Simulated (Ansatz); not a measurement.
# H4O2Si: the cost of one run

Method: RKS PBE-D4/6-31G, in Ansatz 0.2.0.

### 1 The structure to begin with

Bond lengths: Si1–H2 1.460 Å, Si1–O3 1.680 Å, O3–H4 1.010 Å, Si1–O5 1.679 Å, O5–H6 1.010 Å, Si1–H7 1.459 Å. Angles: H2–Si1–O3 109.4°, H2–Si1–O5 109.5°, H2–Si1–H7 109.5°, O3–Si1–O5 109.5°, O3–Si1–H7 109.5°, O5–Si1–H7 109.5°, Si1–O3–H4 109.5°, Si1–O5–H6 109.5°.

As a file:

```xyz
7

Si    0.0000    0.0000    0.0000
H     0.0000    0.0000    1.4600
O     1.5842    0.0000   -0.5594
H     1.9006   -0.9521   -0.6761
O    -0.7913    1.3709   -0.5594
H    -1.7491    1.1401   -0.7818
H    -0.6877   -1.1914   -0.4862
```

### 2 Relaxing the start

input.yaml

```yaml
crystal:
  periodic: [false, false, false]
  atoms:
    - { symbol: Si, position_ang: [0.0, 0.0, 0.0] }
    - { symbol: H, position_ang: [0.0, 0.0, 1.46] }
    - { symbol: O, position_ang: [1.5842, 0.0, -0.5594] }
    - { symbol: H, position_ang: [1.9006, -0.9521, -0.6761] }
    - { symbol: O, position_ang: [-0.7913, 1.3709, -0.5594] }
    - { symbol: H, position_ang: [-1.7491, 1.1401, -0.7818] }
    - { symbol: H, position_ang: [-0.6877, -1.1914, -0.4862] }
basis:
  gaussian: { orbitals: "6-31G" }
hamiltonian:
  xc: pbe
  dispersion: d4
relax:
  f_tol: 0.02
  max_steps: 40
output:
  orbitals: {}
```

The run is started by

```sh
$ ansatz run input.yaml --threads 1 --pin off --max-ram 2048MiB --backend cpu --events-out ev --progress --plain --runs-dir out
```

Q: Estimate wall time and peak memory on 1 thread of Arm Neoverse V2, shared host.

About 11 s, with a peak of 0.1 GiB.
